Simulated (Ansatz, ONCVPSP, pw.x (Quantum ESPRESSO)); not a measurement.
**Cu (Z = 29): does the ONCV potential hold in the solid?**

- Element: copper (Cu)
- Generator: ONCVPSP 4.0.1.1 (patched build)
- Type: optimised norm-conserving Vanderbilt (ONCV)
- Functional: PBE
- Relativity: scalar-relativistic
- Frozen core: [Ne]
- Valence charge: 19
- Reference configuration: 3s2 3p6 3d10 4s1
- Partial waves: 3s+4s: rc 1.05 bohr, ncon 3, nbas 7, qcut 9.9 1/bohr, 3 projectors, debl 3 Ha; 3p: rc 0.95 bohr, ncon 4, nbas 7, qcut 13.3 1/bohr, 2 projectors, debl 3 Ha; 3d: rc 1.40 bohr, ncon 4, nbas 9, qcut 10.7 1/bohr, 3 projectors, debl 2.1 Ha
- Local potential: polynomial inside 0.65 bohr (lpopt 3, dvloc0 0 Ha)
- Core correction: Teter function, fcfact 1.75, rcfact 1.7

Crystal test: fcc Cu in pw.x 7.5, no spin, 15³ k-points, Fermi–Dirac smearing 0.01 Ry, cutoffs 125/500 Ry. The reference is all-electron LAPW (Ansatz 0.2.0) with the same functional, mesh and smearing; V0 and B0 come from Birch–Murnaghan fits to the pressures at five volumes. Errors are pseudo minus all-electron; Δ is the rms difference of the E(V) curves that follow from these fits, minima aligned, over ±6 % about the mean V0. Mesh and smearing are coarse, so the numbers serve the comparison and aren't converged zero-temperature values; the lattice is a test structure that the element need not adopt.

| V (Å³/atom) | P all-electron (GPa) | P pseudo (GPa) |
| --- | --- | --- |
| 11.403 | 7.47 | 12.36 |
| 11.703 | 3.14 | 7.34 |
| 12.003 | -0.58 | 2.80 |
| 12.303 | -3.78 | -1.20 |
| 12.603 | -6.53 | -4.57 |

All-electron: a0 = 3.629 Å (V0 = 11.95 Å³/atom), B0 = 140.8 GPa.

Pseudopotential: mean pressure error (GPa): +3.40; a0 (Å): 3.656; a0 error (%): +0.72; B0 error (%): +10.8; Δ (meV/atom): 8.6. This is a poor potential for the solid. Atomic configuration tests: 1 of 4 tests not solved or not reliable.

Q: At the middle volume, how do free energy and pressure move when the wave cutoff is lowered (ecutrho kept at four times it)?

A:

```
cutoff (Ry)  shift of F (meV/atom)  shift of P (GPa)
         56               +49225.9          -2138.09
         75                +7159.6           -577.15
        100                 +131.7            -25.29
```

Input at the middle volume:

```
&control
  calculation='scf', prefix='x', pseudo_dir='./', outdir='./tmp', tstress=.true., disk_io='none'
/
&system
  ibrav=0, nat=1, ntyp=1, ecutwfc=125, ecutrho=500, nbnd=18,
  occupations='smearing', smearing='fd', degauss=0.01
/
&electrons
  conv_thr=1e-09, mixing_beta=0.4, electron_maxstep=70
/
ATOMIC_SPECIES
Cu 1.0 Cu.UPF
CELL_PARAMETERS angstrom
  0.00000000 1.81727201 1.81727201
  1.81727201 0.00000000 1.81727201
  1.81727201 1.81727201 0.00000000
ATOMIC_POSITIONS crystal
Cu 0.0000 0.0000 0.0000
K_POINTS automatic
15 15 15 0 0 0
```

```bash
pw.x < Cu.scf.in > Cu.scf.out
```

Lines of the output:

```
Message from routine setup:
     using ibrav=0 with symmetry is DISCOURAGED, use correct ibrav instead
     lattice parameter (alat)  =       4.8566  a.u.
     unit-cell volume          =      81.0003 (a.u.)^3
     number of electrons       =        19.00
     number of Kohn-Sham states=           18
     kinetic-energy cutoff     =     125.0000  Ry
     charge density cutoff     =     500.0000  Ry
     scf convergence threshold =      1.0E-09
     Exchange-correlation= PBE
     number of k points=   120  Fermi-Dirac smearing, width (Ry)=  0.0100
     iteration #  1     ecut=   125.00 Ry     beta= 0.40
     total energy              =    -387.54086719 Ry
     estimated scf accuracy    <       0.30319252 Ry
     iteration #  2     ecut=   125.00 Ry     beta= 0.40
     total energy              =    -387.62544770 Ry
     estimated scf accuracy    <       0.10978920 Ry
     iteration #  3     ecut=   125.00 Ry     beta= 0.40
     total energy              =    -387.64143357 Ry
     estimated scf accuracy    <       0.00196120 Ry
     iteration #  4     ecut=   125.00 Ry     beta= 0.40
     total energy              =    -387.64206705 Ry
     estimated scf accuracy    <       0.00104552 Ry
     iteration #  5     ecut=   125.00 Ry     beta= 0.40
     total energy              =    -387.64198948 Ry
     estimated scf accuracy    <       0.00030777 Ry
     iteration #  6     ecut=   125.00 Ry     beta= 0.40
     total energy              =    -387.64203019 Ry
     estimated scf accuracy    <       0.00000743 Ry
     iteration #  7     ecut=   125.00 Ry     beta= 0.40
     total energy              =    -387.64203162 Ry
     estimated scf accuracy    <       0.00000006 Ry
     iteration #  8     ecut=   125.00 Ry     beta= 0.40
     total energy              =    -387.64203159 Ry
     estimated scf accuracy    <       0.00000017 Ry
     iteration #  9     ecut=   125.00 Ry     beta= 0.40
     total energy              =    -387.64203162 Ry
     estimated scf accuracy    <          3.7E-09 Ry
     iteration # 10     ecut=   125.00 Ry     beta= 0.40
     the Fermi energy is    16.4583 ev
!    total energy              =    -387.64203162 Ry
     estimated scf accuracy    <          2.3E-10 Ry
     smearing contrib. (-TS)   =      -0.00140151 Ry
     The total energy is F=E-TS. E is the sum of the following terms:
     one-electron contribution =    -229.23252842 Ry
     hartree contribution      =     125.90536487 Ry
     xc contribution           =     -43.33142627 Ry
     ewald contribution        =    -240.98204028 Ry
     convergence has been achieved in  10 iterations
          total   stress  (Ry/bohr**3)                   (kbar)     P=       27.98
     Message from routine punch:
     Nothing written, as per user request (disk_io='none')
```

The run at the middle volume (120 k-points, 10 iterations) took about 1.8 min on one core of a shared host (Neoverse-N1, 64 threads, 124 GiB, load 50).
